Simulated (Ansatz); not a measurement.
The input, for Ansatz 0.2.0:

```yaml
crystal:
  periodic: [false, false, false]
  atoms:
    - {symbol: As, position_ang: [0.000000, -0.016692, 0.000000]}
    - {symbol: H, position_ang: [0.000000, 0.620362, -1.157186]}
    - {symbol: H, position_ang: [0.000000, 0.620362, 1.157186]}
basis:
  gaussian: {orbitals: cc-pVDZ}
total_charge: 1
magnetization: {spin_polarized: false, initial_magnetization: 2}
correlation: {method: sc_nevpt2, electrons: outside_noble_gas, active_space: {window: {electrons: 4, orbitals: 4}}}
```

```sh
$ ansatz run in.yaml --threads 1 --pin off --events-out ev --progress --plain --max-ram 2393MiB
```

Log:

```
415 factors; integrals over basis functions are off by at most 1.1e-3 eV
mean field evaluation 1: about -60815.3242 eV, gradient 8.0e0 eV
mean field evaluation 2: about -60815.3270 eV, gradient 8.0e0 eV
mean field evaluation 4: about -60815.7886 eV, gradient 4.5e-1 eV
mean field evaluation 8: about -60815.7915 eV, gradient 5.6e-6 eV
mean field -60815.79151646 eV, -2234.9391158060 hartree, gradient 1.8e-6 eV, S^2 2.000000; 0 other end points of the search recorded, 0 dependent functions left out
reference -60815.79151646 eV, -2234.9391158060 hartree; 18, 16 occupied and 19, 21 virtual orbitals, 415 factors
state -60816.16242070 eV, -2234.9527462853 hartree
state -60816.16242070 eV, -2234.9527462853 hartree; corrected -60817.79977634 eV, -2235.0129179951 hartree
Total energy: -60817.79977634 eV, -2235.0129179951 hartree
```

Ran on 1 thread of Intel Xeon 6975P-C, shared host: 0.81 s wall, 0.1 GiB peak host memory.
